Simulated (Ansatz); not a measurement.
**Worked example: correlation energy of H2O⁺, doublet**

Geometry: a point of a bend scan, not a stationary point.

```yaml
atoms:
  - { symbol: O, position_ang: [0.0000, -0.0571, 0.0000] }
  - { symbol: H, position_ang: [0.0000, 0.4531, -0.8645] }
  - { symbol: H, position_ang: [0.0000, 0.4531, 0.8645] }
```

Basis cc-pVDZ; Ansatz 0.2.0. Correlated methods freeze the noble-gas cores, which leaves 7 electrons in 23 orbitals. R marks a restricted (for open shells ROHF) determinant, U an unrestricted one.

Full CI is exact within this basis and frozen core; it isn't the basis-set limit. The frozen core follows each run's orbitals, which can shift R against U totals by a few meV.

Runs differ by some tens of microhartree through their thresholds and, for an open shell, their frozen cores, so steps under 0.1 kcal/mol mean nothing.

| level | total energy (hartree) |
| --- | --- |
| UHF | -75.632116 |
| UMP2 | -75.784622 |
| UCCSD | -75.801441 |
| UCCSD(T) | -75.803615 |
| UCCSDT | -75.803859 |
| UCCSDT(Q) | -75.804080 |
| full CI | -75.804057 |

Problem. What is the correlation energy at full CI, and what share of it do UMP2 and UCCSDT recover?

Solution. E(corr) = -75.804057 − (-75.632116) = -0.171941 hartree = -4.679 eV. UMP2: -0.152506 / -0.171941 = 88.70 %. UCCSDT: -0.171743 / -0.171941 = 99.88 %.

Problem. By how many kcal/mol does UCCSD(T) miss full CI (1 hartree = 627.509 kcal/mol), and which steps make up the rest?

Solution. -75.803615 − (-75.804057) = 0.000442 hartree = 0.28 kcal/mol. Steps: UCCSDT − UCCSD(T) = -0.15, UCCSDT(Q) − UCCSDT = -0.14, full CI − UCCSDT(Q) = 0.01 kcal/mol. That is within 1 kcal/mol of the reference in this basis, which itself misses far more of the correlation at the basis-set limit.
